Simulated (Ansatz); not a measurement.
Bond stretch in NH, triplet.

Method: full CI/def2-TZVP, frozen core (Ansatz, a quantum-chemistry and plane-wave program).

Q: Relative to R = 1.04 Å, what are the energies at R = 1.28, 2.07, 2.55, 3.65 Å?

A: 60.0 kJ/mol at 1.28 Å, 290.9 kJ/mol at 2.07 Å, 317.7 kJ/mol at 2.55 Å, 323.8 kJ/mol at 3.65 Å.
